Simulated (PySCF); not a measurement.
## MgCl⁺ at RHF-CCSD(T)

Computed with RHF-CCSD(T); PySCF, no relativity, basis sets Mg pcseg-1, Cl pcseg-1.

- state: ¹Σ⁺ (singlet), closed shell
- bond length: 2.185 Å
- harmonic wavenumber: 493 cm⁻¹
- force constant: 2.04 mdyn/Å
- rotational constant Be: 0.2482 cm⁻¹
- anharmonicity ωexe: 1.93 cm⁻¹
- vibration–rotation constant αe: 0.00144 cm⁻¹
- well depth De to Mg⁺ + Cl: 52.8 kcal/mol
- dissociation energy D0: 52.1 kcal/mol

Correlated steps freeze 6 core orbitals. Correlated levels converge slowly with the basis: in double zeta they bind strong bonds too weakly, by up to about 1 eV, and carry superposition errors of some tenths. For an ion De counts to the pair picked by the measured ionisation energies or electron affinities, which need not be the lowest pair at this level. Where the molecule has an RHF reference, its open-shell atoms are computed with UHF.
